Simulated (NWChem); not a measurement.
## Correlation energy of chloromethane (CH₃Cl)

```
C
H 1 1.1057
H 1 1.1057 2 109.81
H 1 1.1057 2 109.81 3 -120.84
Cl 1 1.7911 2 109.13 3 119.58
```
Charge 0, spin multiplicity 1.

Program: NWChem. All single points use one geometry, from PBE/def2-SVP, a minimum by its harmonic frequencies.

Basis set: def2-TZVP. Each correlation energy counts from its own Hartree-Fock reference.

The correlated methods keep 6 core orbitals frozen. No row is a measurement; the coupled-cluster row has its own basis-set and correlation limits.

| method | correlation energy (mHa) |
|---|---|
| MP2 | -362.1 |
| SCS-MP2 | ___ |
| CR-CCSD[T] | -407.5 |
| CR-CCSD(T) | -407.3 |
| CCSD | ___ |
| CCSD+T(CCSD) | ___ |
| CCSD(T) | -410.3 |

Task: What belongs in the gaps?

Result: 
- SCS-MP2, correlation energy (mHa): -362.6
- CCSD, correlation energy (mHa): -395.3
- CCSD+T(CCSD), correlation energy (mHa): -410.6
